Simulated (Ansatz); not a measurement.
System: 2H MoS2. Method: PBE-D3(BJ) (Ansatz, a program for electronic structure, plane waves, PAW).

Run with plane-wave cutoff 520 eV, 12×12×4 k mesh (along the axes of the cell as run), perturbation theory, no spin polarisation, scalar-relativistic PAW data made under PBE.

Cell (relaxed at this level):

```cif
data_Mo2S4
_chemical_formula_sum 'Mo2 S4'
_space_group_name_H-M_alt 'P63/mmc'
_space_group_IT_number 194
_space_group_name_Hall '-P 6c 2c'
_cell_length_a 3.14926
_cell_length_b 3.14926
_cell_length_c 12.08871
_cell_angle_alpha 90.000
_cell_angle_beta 90.000
_cell_angle_gamma 120.000
loop_
_atom_site_label
_atom_site_type_symbol
_atom_site_symmetry_multiplicity
_atom_site_Wyckoff_symbol
_atom_site_fract_x
_atom_site_fract_y
_atom_site_fract_z
_atom_site_occupancy
Mo1 Mo 2 c 0.33333 0.66667 0.25000 1
S1 S 4 f 0.66667 0.33333 0.12047 1
```

Question: Estimate the high-frequency dielectric constant (mean over three axes) and static dielectric constant (mean over three axes) that the calculation returns.

Answer: 
- high-frequency dielectric constant (mean over three axes): 12.8
- static dielectric constant (mean over three axes): 12.9

Measured, for comparison: high-frequency dielectric constant 12.2 (temperature not stated, no zero-point or thermal correction, mean of the two values across and the one along c; as tabulated in Pike et al. (2018), arXiv:1804.02196); static dielectric constant 12.7 (temperature not stated, no zero-point or thermal correction, polycrystalline average of the tensor's eigenvalues; as tabulated in Petousis et al. (2017), doi:10.1038/sdata.2016.134). Computed (rounded) less measured: high-frequency dielectric constant +5 %, static dielectric constant +2 %.

Note: the dispersion coefficients are held fixed in the derivatives.
